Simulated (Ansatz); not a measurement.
## H2Ge–As, sextet: the ladder up to RCCSDTQ

Geometry: that of the H2Ge–As, quartet, kept fixed. The quartet lies 5.0 eV lower here.

```yaml
atoms:
  - { symbol: Ge, position_ang: [0.0424, 0.0000, 1.2324] }
  - { symbol: As, position_ang: [-0.0215, 0.0000, -1.2425] }
  - { symbol: H, position_ang: [-0.7284, 1.2396, 1.7713] }
  - { symbol: H, position_ang: [-0.7284, -1.2396, 1.7713] }
```

Basis cc-pVDZ; Ansatz 0.2.0. Only valence electrons are correlated (noble-gas cores and the filled d shells of p-block atoms frozen), which leaves 11 electrons in 36 orbitals. R marks a restricted (for open shells ROHF) determinant, U an unrestricted one. Active spaces: valence = (11e, 10o) chosen from the atoms' valence shells. No spin–orbit coupling is included, and no scalar relativity.

Full CI isn't at hand for all of this; RCCSDTQ serves as the reference, and is uncertain by about the last step of the cluster series. The frozen core follows each run's orbitals, which can shift R against U totals by a few meV for light atoms and by up to 0.1 eV past Ca.

For open shells CISD is restricted-active-space CI with the open shells as a complete middle space.

* UHF ⟨S²⟩: 8.756
* T1 diagnostic (RCCSD): 0.0182
* largest doubles amplitude (RCCSD): 0.036

| level | E − E(RHF) (eV) |
| --- | --- |
| RMP2 | -3.7884 |
| RCCSD | -4.7162 |
| RCCSD(T) | -4.8223 |

(1) Estimate how far RCCSDTQ in cc-pVDZ lies from RCCSD(T). The table doesn't fix it; the size of (T) and the diagnostics are the guide.

(1) RCCSDTQ in cc-pVDZ lies 1.17 mEh below RCCSD(T), which is 30 % of the (T) step (-3.90 mEh). The diagnostics give no warning, yet the rest is a sizeable part of (T).

The other levels:

| level | E − E(RCCSDTQ) (mEh) | share of correlation (%) | wall time |
| --- | --- | --- | --- |
| CISD | 15.19 | 91.49 | 9.5 s |
| BCCD(T) | 1.16 | 99.35 | 6.5 s |
| RCCSDT | 0.24 | 99.87 | – |
| RCCSDT(Q) | 0.03 | 99.98 | 24 s |
| CASSCF (valence space) | 142.55 | 20.09 | – |
| NEVPT2 (valence space) | 35.36 | 80.18 | 7 s |
| MRCISD (valence space) | 10.96 | 93.86 | – |
| MRCISD+Q (valence space) | 0.07 | 99.96 | 14 s (H100) |

The correlation energy at RCCSDTQ, counted from RHF, is -4.854 eV. That run took 52 s on 2 threads of AMD EPYC 7R13 with a shared H100 80 GB, shared host.

Run but not shown, since their state or frozen core can't be matched to the reference's or they repeat it: UHF, UMP2, UCCSD, UCCSD(T), UCCSDT, UCCSDT(Q).

Times hold each run's SCF and search for its determinant on a shared host, so for small cases they say little of a method's own cost; rows without a card ran on 1 thread of AMD EPYC 7R13.

Natural occupations of CASSCF (valence space) about the gap: 1.962 1.005 1.001 1.001 1.000 0.999 0.030 0.026; effectively unpaired electrons, Σ n²(2−n)², 5.01.
